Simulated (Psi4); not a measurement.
Psi4 input (wB97X-D/6-31G*):

```
memory 1500 MB

molecule {
1 1
C    -0.00000000   -0.00000000   -0.51434199
O     0.00000000    0.00000000    0.58709802
H    -0.00000000   -0.00000000   -1.61073223
symmetry c1
no_reorient
no_com
}

set {
  basis 6-31G*
  reference rks
  scf_type pk
  dft_radial_points 99
  dft_spherical_points 590
  e_convergence 1e-8
  d_convergence 1e-7
  maxiter 150
}

e = energy('wb97x-d')
print_out(f'\nFINAL {e:.10f} DIPOLE {variable("CURRENT DIPOLE")[0]:.6f} {variable("CURRENT DIPOLE")[1]:.6f} {variable("CURRENT DIPOLE")[2]:.6f}\n')
```

Task: Predict the final energy.

Result: -113.50756 Eh.
